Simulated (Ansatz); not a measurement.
Geometry optimisation, RKS revPBE-D4/def2-SVPD (Ansatz 0.2.0).

The input (input.yaml):

```yaml
crystal:
  periodic: [false, false, false]
  atoms:
    - { symbol: Al, position_ang: [0.2196, 0.5048, 0.577] }
    - { symbol: H, position_ang: [1.2496, -0.6397, -0.7018] }
    - { symbol: "N", position_ang: [-0.9151, -0.3324, -0.3915] }
    - { symbol: H, position_ang: [0.2802, -0.7485, -0.8452] }
    - { symbol: Cl, position_ang: [1.0505, 1.7225, 1.9709] }
    - { symbol: H, position_ang: [-1.8849, -0.5066, -0.6094] }
basis:
  gaussian: { orbitals: def2-SVPD }
hamiltonian:
  xc: revpbe
  dispersion: d4
relax:
  f_tol: 0.15
  max_steps: 25
  restrain:
    - { distance: [3, 1], at: 0.62, k: 30.0 }
    - { distance: [0, 1], at: 2.82, k: 30.0 }
    - { distance: [3, 2], at: 2.32, k: 30.0 }
```

Launched with:

```bash
$ ansatz run input.yaml --threads 2 --pin off --max-ram 3072MiB --backend cpu --events-out ev --progress --plain --runs-dir out
```

Question: Where does it end, and by what steps?

Answer: The forces met the threshold. The restraints hold the end off the free minimum. After 9 steps the energy has risen by 0.090 eV (the restraints' own energy left out); H4 moved furthest, 0.69 Å. Parted: Al1–H4. Joined: H2–H4.

| step | energy less start (eV) | largest force component (eV/Å) | accepted |
| --- | --- | --- | --- |
| 0 | 0.0000 | 1.687 | yes |
| 1 | 0.5504 | 3.000 | yes |
| 2 | 0.7074 | 3.623 | yes |
| 3 | 0.4355 | 3.374 | yes |
| 4 | 0.2212 | 1.611 | yes |
| 5 | 0.2549 | 2.983 | yes |
| 6 | 0.1890 | 1.357 | no |
| 7 | 0.2034 | 2.788 | yes |
| 8 | 0.1052 | 1.876 | yes |
| 9 | 0.0897 | 2.517 | yes |

```xyz
6
Properties=species:S:1:pos:R:3
Al -0.326 0.620 0.704
H 1.660 -0.713 -0.788
N -1.249 -0.313 -0.379
H 0.965 -0.802 -0.893
Cl 1.227 1.544 1.776
H -2.277 -0.335 -0.420
```

Whether the end is a true minimum wasn't checked by a vibrational analysis.

Time of the run: 9.2 s on 2 threads of AMD EPYC 9R14 (Zen 4), with other jobs on the host, peak memory 0.18 GiB.
